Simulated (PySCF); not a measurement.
Species: C3H3 (charge +1).
Cartesian coordinates in Å at the PBE0-D3(BJ)/def2-SVP level; atoms count from 1:
```
atom  x, y, z in Å
C1    -0.545   -0.567    0.000
C2    -0.217    0.757   -0.018
C3     0.765   -0.188   -0.003
H4    -1.304   -1.355    0.009
H5    -0.520    1.808   -0.034
H6     1.827   -0.452    0.003
```

Level: CAM-B3LYP/def2-SVPD in PySCF, non-relativistic, on one gas-phase PBE0-D3(BJ)/def2-SVP geometry that isn't relaxed in the solvent. The solvent is an IEF-PCM continuum (van der Waals radii × 1.2), and excitations are vertical TDDFT with non-equilibrium linear response and a frozen core. The model holds no explicit solvent molecules, cavitation or dispersion.

| run | E − E(gas) (kcal/mol) | HOMO (eV) | HOMO–LUMO gap (eV) | lowest singlet (eV) | static polarisability (au) |
| --- | --- | --- | --- | --- | --- |
| gas | 0.00 | -19.22 | 12.61 | 7.24 | 23.4 |
| P | -64.11 | -13.77 | 12.58 | 7.23 | 29.0 |
| Q | -52.06 | -14.79 | 12.59 | 7.23 | 27.4 |

Problem. The runs were made in acetonitrile and chloroform. Which run belongs to which solvent?

Solution. P = acetonitrile, Q = chloroform. The dielectric constants are 4.711 (chloroform), 35.69 (acetonitrile), and the energy falls further as ε rises. The optical constants n² used for the excitations are 2.09, 1.81 in the same order. In this model the ground state sees the solvent through ε alone.

Problem. How constant is the ratio of the lowering to 1 − 1/ε?

Solution. 
```tsv
solvent	1 − 1/ε	E − E(gas) (kcal/mol)	ratio (kcal/mol)	polarisation term (kcal/mol)
chloroform	0.788	-52.06	-66.1	-52.07
acetonitrile	0.972	-64.11	-66.0	-64.14
```

The ratio changes by -0.2 % in size from chloroform to acetonitrile. The polarisation term is half the interaction of the solute with the induced surface charges.

Hardware: an Arm Neoverse V1 with one thread, shared host. Cost: 2.6 s of wall time. This is the whole response run at CAM-B3LYP/def2-SVPD in acetonitrile, SCF included.
